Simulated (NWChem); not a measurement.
**BHO2 (oxoborinic acid) at r2SCAN/def2-TZVP**

Aim: the vertical ionisation energy of BHO2 (oxoborinic acid) at r2SCAN/def2-TZVP, from 2 runs. 

The calculation is run with NWChem 7.3.0.

### 1 The structure to begin with

BHO2: 4 atoms, total charge 0, spin state singlet. SMILES: `O=BO`. The coordinates come from a PBE0-D4/def2-TZVP relaxation.

Bond lengths: O1–B2 1.210 Å, B2–O3 1.322 Å, O3–H4 0.960 Å. Angles: O1–B2–O3 177.5°, B2–O3–H4 117.0°.

### 2 The energy at r2SCAN/def2-TZVP

nw.nw reads:

```
start nw
memory stack 880 mb heap 220 mb global 1100 mb

geometry noautosym nocenter noautoz
 O       -1.555100       0.523500       0.428500
 B       -0.423900       0.132000       0.248600
 O        0.816700      -0.302000       0.108600
 H        1.162300      -0.353500      -0.785700
end

basis spherical bse
 * library def2-TZVP
end

dft
 xc r2scan
 mult 1
 grid xfine
 convergence energy 1e-08
 maxiter 100
 mulliken
 print low
end

task dft energy
```

The run is started by

```
nwchem nw.nw > nw.out
```

What it wrote:

```text
[...]
 d= 0,ls=0.0,diis     1   -175.8444208136 -2.30D+02  1.39D-02  1.09D+00     2.6
[...]
 d= 0,ls=0.0,diis     8   -175.9705384542 -7.25D-09  5.30D-06  8.28D-07    18.8
         Total DFT energy =     -175.970538454212
      One electron energy =     -347.879497299166
           Coulomb energy =      139.490759523301
    Exchange-Corr. energy =      -21.587381165497
 Nuclear repulsion energy =       54.005580487150
[...]
      Total Density - Mulliken Population Analysis
     ---------------------------------------------
    Atom       Charge   Shell Charges
 -----------   ------   -------------------------------------------------------
    1 O    8     8.27   0.79  1.18  0.62  0.85  0.37  1.87  1.77  0.81  0.00  0.01  0.00
    2 B    5     4.68   0.92  1.05  0.54  0.10  0.01  1.04  0.65  0.10  0.11  0.11  0.05
    3 O    8     8.41   0.79  1.18  0.59  0.88  0.32  1.92  1.92  0.79  0.00  0.01  0.00
    4 H    1     0.64   0.25  0.32  0.02  0.05
[...]
```

Wall time 20 s (1 thread of Intel Xeon Platinum 8488C (Sapphire Rapids), shared host); peak memory 0.13 GiB.

### 3 The doublet cation, same level

mol.nw reads:

```
start mol
title "BHO2"
memory 2200 mb
charge 1

geometry noautosym nocenter noautoz
   O     -1.555100     0.523500     0.428500
   B     -0.423900     0.132000     0.248600
   O      0.816700    -0.302000     0.108600
   H      1.162300    -0.353500    -0.785700
end

basis spherical bse
   * library def2-TZVP
end

dft
   xc r2scan
   mult 2
   grid xfine
   convergence energy 1e-08
   maxiter 100
   mulliken
   print low
end

task dft energy
```

The run is started by

```
nwchem mol.nw > mol.out
```

What it wrote:

```text
[...]
 d= 0,ls=0.0,diis     1   -175.3412031948 -2.29D+02  7.56D-03  4.95D-01     3.9
[...]
 d= 0,ls=0.0,diis    13   -175.5255703323 -4.47D-09  2.01D-07  6.44D-10    48.9
[...]
         Total DFT energy =     -175.525570332297
      One electron energy =     -340.226249915404
           Coulomb energy =      131.933020534973
    Exchange-Corr. energy =      -21.237921439017
 Nuclear repulsion energy =       54.005580487150
[...]
      Total Density - Mulliken Population Analysis
     ---------------------------------------------
    Atom       Charge   Shell Charges
 -----------   ------   -------------------------------------------------------
    1 O    8     7.83   0.79  1.17  0.64  0.91  0.35  1.82  1.67  0.45  0.00  0.02  0.00
    2 B    5     4.49   0.92  1.05  0.56  0.14  0.00  1.00  0.57  0.01  0.10  0.10  0.05
    3 O    8     8.11   0.79  1.18  0.60  0.91  0.28  1.89  1.88  0.55  0.00  0.02  0.00
    4 H    1     0.57   0.23  0.28  0.01  0.05
[...]
      <S2> =      0.7630 (Exact =     0.7500)
[...]
```

Wall time 50 s (1 thread of Intel Xeon Platinum 8488C (Sapphire Rapids), shared host); peak memory 0.12 GiB.

### 4 Results

Level: r2SCAN/def2-TZVP.

```
                                          quantity          value
                        singlet BHO2: total energy  -175.97054 Eh
                      doublet cation: total energy  -175.52557 Eh
                              doublet cation: ⟨S²⟩          0.763
vertical ionisation energy (to the doublet cation)      12.108 eV
```

What this shows: Removing an electron at fixed nuclei costs 12.11 eV (1168 kJ/mol). Mulliken charges (doublet cation) run from -0.11 on O3 to +0.51 on B2.
